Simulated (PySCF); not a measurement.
C2H3, SMILES [CH]=C (connectivity only; charge and spin as stated), charge +1, multiplicity 1. Atoms are numbered in the order given.

```xyz
5

C      0.0000     0.0000     0.6721
C      0.0000     0.0000    -0.5796
H      0.0000     0.0000     1.7533
H      0.0000    -0.9394    -1.1541
H      0.0000     0.9394    -1.1541
```
Charge +1, spin multiplicity 1.

Geometry: B3LYP-D3(BJ)/def2-TZVP. The multiplicity is an assumed one; other spin states were not compared. The isomer is the one that the SMILES or the coordinates give; other isomers of the formula were not compared.

Calculation: B3LYP/def2-TZVPD in PySCF.

The molecule is in vacuum.

```
Item                                                              Result
------------------------------------------------  ----------------------
total energy                                           -77.61720 hartree
point group                                                          C2v
highest occupied level                                         -16.67 eV
lowest empty level                                             -11.33 eV
orbital gap                                                      5.34 eV
dipole moment about the centre of nuclear charge                  0.55 D
mean static polarisability                          18.3 bohr³ (2.71 Å³)
polarisability, principal values                  13.7, 15.5, 25.7 bohr³
```
